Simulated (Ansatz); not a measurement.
# NHCl (quartet): from Hartree-Fock to the top rungs at distance Cl1–H2 along a hydrogen transfer = 1.279 Å, cc-pVDZ

Aim: climb from Hartree-Fock through coupled cluster and multireference methods for NHCl (quartet) at one geometry and basis, and see what each rung misses.

The runs use Ansatz 0.2.0, Gaussian basis; cc-pVDZ, core rule «outside noble gas», up to 6 orbitals frozen.

Plan: UHF; CCSD(T) on ROHF; CCSD(T) on UHF; BCCD(T) on ROHF; CISD; CCSDT(Q) on ROHF; CCSDT(Q) on UHF; CCSDTQ on ROHF; CASSCF and MRCISD+Q, 5 electrons in 5 orbitals; CASSCF and NEVPT2, 5 electrons in 5 orbitals; CASSCF and MRCISD+Q, 13 electrons in 9 orbitals; CASSCF and NEVPT2, 13 electrons in 9 orbitals.

### Step 1. The geometry

The geometry derives from fragments relaxed apart (PBE0/def2-TZVP) and kept rigid, so it is no stationary point. A hydrogen atom is moved between rigid fragments.

3 atoms, charge 0, spin multiplicity 4.

Atoms are counted from 1 here; the program's logs count them from 0.

Bond lengths: Cl1–H2 1.279 Å.

### Step 2. UHF

in.yaml reads:

```yaml
crystal:
  periodic: [false, false, false]
  atoms:
    - {symbol: Cl, position_ang: [0.000000, 0.000000, -1.414267]}
    - {symbol: H, position_ang: [0.000000, 0.000000, -0.135467]}
    - {symbol: N, position_ang: [0.000000, 0.000000, 1.549733]}
basis:
  gaussian: {orbitals: cc-pVDZ}
magnetization: {spin_polarized: true, initial_magnetization: 3}
hamiltonian: {xc: hf}
output: {orbitals: {seedname: orbitals}}
```

The run is started by

```sh
ansatz run in.yaml --threads 1 --pin off --events-out ev --progress --plain --max-ram 4096MiB --backend cpu
```

The runs that follow: CCSD(T) on ROHF; CCSD(T) on UHF; BCCD(T) on ROHF; CISD; CCSDT(Q) on ROHF; CCSDT(Q) on UHF; CCSDTQ on ROHF; CASSCF and MRCISD+Q, 5 electrons in 5 orbitals; CASSCF and NEVPT2, 5 electrons in 5 orbitals; CASSCF and MRCISD+Q, 13 electrons in 9 orbitals; CASSCF and NEVPT2, 13 electrons in 9 orbitals.

Q: Predict the results of all the runs planned. Wanted: RCCSDTQ below the RHF energy; RMP2 from RCCSDTQ; UMP2 from RCCSDTQ; RCCSD from RCCSDTQ; RCCSD(T) from RCCSDTQ; UCCSD(T) from RCCSDTQ; RCCSDT(Q) from RCCSDTQ; UCCSDT(Q) from RCCSDTQ; NEVPT2 pair from RCCSDTQ.

The runs gave:

| quantity | value |
| --- | --- |
| RCCSDTQ below the RHF energy | -7.1125 eV |
| RMP2 from RCCSDTQ | +1000.7 meV |
| UMP2 from RCCSDTQ | +982.7 meV |
| RCCSD from RCCSDTQ | +117.5 meV |
| RCCSD(T) from RCCSDTQ | +20.9 meV |
| UCCSD(T) from RCCSDTQ | +18.8 meV |
| RCCSDT(Q) from RCCSDTQ | +0.6 meV |
| UCCSDT(Q) from RCCSDTQ | -1.3 meV |
| NEVPT2 pair from RCCSDTQ | +998.4 meV |
| MRCISD+Q pair from RCCSDTQ | 0.0 meV |
| NEVPT2 valence from RCCSDTQ | +1370.1 meV |
| levels within 1 kcal/mol (43 meV) | RCCSD(T), UCCSD(T), BCCD(T), RCCSDT, UCCSDT, RCCSDT(Q), UCCSDT(Q), MRCISD+Q pair, MRCISD+Q valence |
| T1 diagnostic | 0.012 |
| effectively unpaired electrons | 3.00 |

In words: RCCSD(T) misses by +20.9 meV, 0.3 % of the correlation energy. One determinant dominates. Of the multireference levels listed MRCISD+Q pair comes nearest in total energy (0.0 meV), which doesn't show that its space is the better one. These misses are within one basis, not against nature; the frozen cores of restricted and unrestricted runs differ, which can shift their rows.
